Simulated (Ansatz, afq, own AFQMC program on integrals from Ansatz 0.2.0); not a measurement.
**SiH₄Br, doublet: AFQMC among the cluster methods**

| atom | x (Å) | y (Å) | z (Å) |
| --- | --- | --- | --- |
| Si | -2.4536 | 0.0000 | 0.0000 |
| H | -2.9485 | 1.3997 | 0.0000 |
| H | -2.9485 | -0.6999 | 1.2122 |
| H | -2.9485 | -0.6999 | -1.2122 |
| H | -0.6676 | 0.0000 | 0.0000 |
| Br | 0.9824 | 0.0000 | 0.0000 |

Connectivity, by distances: SiH3 ··· Br, 1 bridging H.

Basis cc-pVTZ. Only valence electrons are correlated. Ansatz 0.2.0 and our own AFQMC program on the same integrals; the CISD trial comes from CCSD amplitudes, and released means the phaseless constraint is let go. Error bars are statistical, one sigma. No spin–orbit coupling.

Determinant: UHF, the one that the program's search chose, which needn't be the lowest solution. The geometry is a point of a scan.

No full CI on the walks' own integrals is used here. The released AFQMC energy serves as the reference, which it does only where one determinant dominates, the energy is flat over the last release times and near the phaseless one (40 meV or 2 meV an electron, half that with transition metals). On small molecules, where full CI could be run and the noise was under 10 meV, such values lay within 10 meV of it in 19 cases of 20, a flattering rate, since the rule was set on those same cases; what remains of the bias isn't in the error bar.

Cautions: no relativity below Rb; no spin-orbit coupling; inner d shell frozen; the released value is read at 1.50 1/Eh with a noise of 13 meV, more than in the cases checked (meV from the phaseless value at times in 1/Eh: -4 ± 7 at 0.24, -2 ± 7 at 0.51, -16 ± 10 at 0.99, -8 ± 13 at 1.50).

* T1 diagnostic: 0.0144
* weight of the determinant in the CISD state: 0.847
* ⟨S²⟩ of the determinant: 0.784
* size of the correlated space: 15 electrons in 114 orbitals

| level | correlation energy (eV) |
| --- | --- |
| MP2 | -8.1296 |
| CCSD | -9.3719 |
| CCSD(T) | -9.6839 |

(1) Estimate where phaseless AFQMC with a CISD trial lies against CCSD(T) on the same integrals.

(1) 0.90 ± 0.15 kcal/mol below CCSD(T).

Reference: AFQMC with the constraint released, correlation energy -9.731 ± 0.013 eV.

```tsv
level	E − E(reference) (kcal/mol)	share of correlation (%)
CCSD(T)	1.08 ± 0.30	99.52
ph-AFQMC/CISD	0.18 ± 0.34	99.92
```

A walk keeps the symmetry of its determinant, which the program's search chose and which needn't be the lowest solution, so a lower state of the same spin and another symmetry isn't excluded. Released energies are given only where the last usable release times agree within the noise; a slower fall can still hide under it.
